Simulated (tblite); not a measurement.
C5H11O (charge -1).
Atom-mapped SMILES: `[CH3:1][CH2:2][CH2:3][CH2:4][CH2:5][O-:6]` (hydrogens: H7, H8, H9 on C1; H10, H11 on C2; H12, H13 on C3; H14, H15 on C4; H16, H17 on C5)

Computed with GFN2-xTB (tblite), gas phase: nudged elastic band of 9 images (0 to 8), spring 0.2 eV/Å², climbing image at the end, force threshold 0.05 eV/Å. The top image wasn't refined or checked by frequencies; at this threshold it can lie a kcal/mol or more above the true saddle point of the method.

The band describes a rotation about C4–C5 (chain CH2 carbon, sp3 carbon bound to oxygen), followed by the dihedral C3–C4–C5–O6, from the optimised start (66°) to a second optimised geometry at -176°.

Q: Give the energy profile along the converged band.

A: 
| image | dihedral (°) | E (kJ/mol) | C4–C5 (Å) | C3···O6 (Å) | largest true force (eV/Å) |
| --- | --- | --- | --- | --- | --- |
| 0 | 66 | 0.00 | 1.580 | 3.09 | 0.01 |
| 1 | 80 | 3.14 | 1.583 | 3.19 | 0.09 |
| 2 | 95 | 10.18 | 1.592 | 3.34 | 0.10 |
| 3 | 110 | 15.87 | 1.599 | 3.48 | 0.06 |
| 4 | 126 | 18.11 | 1.601 | 3.61 | 0.03 |
| 5 | 141 | 16.99 | 1.596 | 3.69 | 0.05 |
| 6 | 157 | 13.97 | 1.589 | 3.75 | 0.07 |
| 7 | 174 | 11.23 | 1.583 | 3.78 | 0.06 |
| 8 | -176 | 9.69 | 1.581 | 3.77 | 0.01 |

Barriers of this band. The top is image 4 at 126°: 18.11 kJ/mol forward and 8.42 kJ/mol back; the end lies 9.69 kJ/mol above the start. The central bond is 0.021 Å longer at the top than at the start.

Q: What rate follows at 250 K for crossing this barrier forward?

A: Taking the electronic barrier for the free energy of activation (no zero-point or entropy terms, transmission 1), rate = (kT/h)·exp(−ΔE/kT) ≈ 9 × 10^8 s⁻¹, whose inverse is 1 × 10^-9 s. An error of 1 kcal/mol in the barrier changes this by a factor of 7, and the method and the loose band can each miss by that much or more.

Q: How would the two end points share their population at 250 K, from these energies alone?

A: exp(−ΔE/kT) with ΔE = 0.100 eV gives 0.0096 for the higher one (end) against 1 for the lower, without vibrational, rotational or degeneracy terms.

The cost below is that of the whole band run. Rough CPU time on one thread of a shared machine: about 7 s.
